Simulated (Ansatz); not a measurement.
# Al2H (quartet): from Hartree-Fock to the top rungs at scale of all distances = 1.518, 6-31G

How much of the correlation energy of Al2H (quartet) does each wave-function method recover here?

Method: 6-31G, core rule «outside noble gas», up to 10 orbitals frozen; program: Ansatz 0.2.0, Gaussian basis.

To be run: UHF; CCSD(T) on ROHF; CCSD(T) on UHF; BCCD(T) on ROHF; CISD; CCSDT(Q) on ROHF; CCSDT(Q) on UHF; CISDTQ; CCSDTQ on ROHF; CCSDTQ on UHF; CASSCF and MRCISD+Q, 5 electrons in 5 orbitals; CASSCF and NEVPT2, 5 electrons in 5 orbitals; CASSCF and MRCISD+Q, 7 electrons in 9 orbitals; CASSCF and NEVPT2, 7 electrons in 9 orbitals; Full CI.

8 further runs of the same task are left out: 7 that didn't finish, 1 set aside as unsound or not needed.

### Step 1. The geometry

The geometry derives from a PBE0/def2-TZVP stationary point (not a proven minimum). All distances are scaled together.

3 atoms, charge 0, spin multiplicity 4.

Atoms are counted from 1 here; the program's logs count them from 0.

No contacts short enough for the rule that draws bonds.

### Step 2. UHF

File in.yaml:

```yaml
crystal:
  periodic: [false, false, false]
  atoms:
    - {symbol: Al, position_ang: [0.000000, 0.000000, 0.393248]}
    - {symbol: Al, position_ang: [0.000000, 0.000000, -3.189864]}
    - {symbol: H, position_ang: [0.000000, 0.000000, 2.796616]}
basis:
  gaussian: {orbitals: 6-31G}
magnetization: {spin_polarized: true, initial_magnetization: 3}
hamiltonian: {xc: hf}
output: {orbitals: {seedname: orbitals}}
```

Command:

```console
> ansatz run in.yaml --threads 1 --pin off --events-out ev --progress --plain --max-ram 2393MiB
```

Further steps of the session: CCSD(T) on ROHF; CCSD(T) on UHF; BCCD(T) on ROHF; CISD; CCSDT(Q) on ROHF; CCSDT(Q) on UHF; CISDTQ; CCSDTQ on ROHF; CCSDTQ on UHF; CASSCF and MRCISD+Q, 5 electrons in 5 orbitals; CASSCF and NEVPT2, 5 electrons in 5 orbitals; CASSCF and MRCISD+Q, 7 electrons in 9 orbitals; CASSCF and NEVPT2, 7 electrons in 9 orbitals; Full CI.

Before running them: what should the planned runs give, taken together? Wanted: FCI below the RHF energy; RMP2 from FCI; UMP2 from FCI; RCCSD from FCI; RCCSD(T) from FCI; UCCSD(T) from FCI; RCCSDT(Q) from FCI; UCCSDT(Q) from FCI; NEVPT2 pair from FCI.

**Answer**, as computed:

| quantity | value |
| --- | --- |
| FCI below the RHF energy | -2.1107 eV |
| RMP2 from FCI | +26.60 kcal/mol |
| UMP2 from FCI | +23.38 kcal/mol |
| RCCSD from FCI | +3.98 kcal/mol |
| RCCSD(T) from FCI | +1.61 kcal/mol |
| UCCSD(T) from FCI | +2.34 kcal/mol |
| RCCSDT(Q) from FCI | +0.10 kcal/mol |
| UCCSDT(Q) from FCI | +0.03 kcal/mol |
| NEVPT2 pair from FCI | +19.17 kcal/mol |
| MRCISD+Q pair from FCI | +1.85 kcal/mol |
| NEVPT2 valence from FCI | +4.42 kcal/mol |
| levels within 1 kcal/mol (43 meV) | RCCSDT, UCCSDT, CISDTQ, RCCSDT(Q), UCCSDT(Q), RCCSDTQ, UCCSDTQ, MRCISD valence, MRCISD+Q valence |
| T1 diagnostic | 0.060 |
| effectively unpaired electrons | 3.24 |

What this shows: RCCSD(T) misses by +1.61 kcal/mol, 3.3 % of the correlation energy. CCSD(T) misses by +1.61 kcal/mol on the restricted determinant and by +2.34 kcal/mol on the unrestricted one; the two need not hold the same state or core. The occupations show some static correlation. Of the multireference levels listed MRCISD+Q valence comes nearest in total energy (+0.02 kcal/mol), which doesn't show that its space is the better one. Coupled cluster took another determinant than the lowest Hartree-Fock one. These misses are within one basis, not against nature; the frozen cores of restricted and unrestricted runs differ, which can shift their rows.
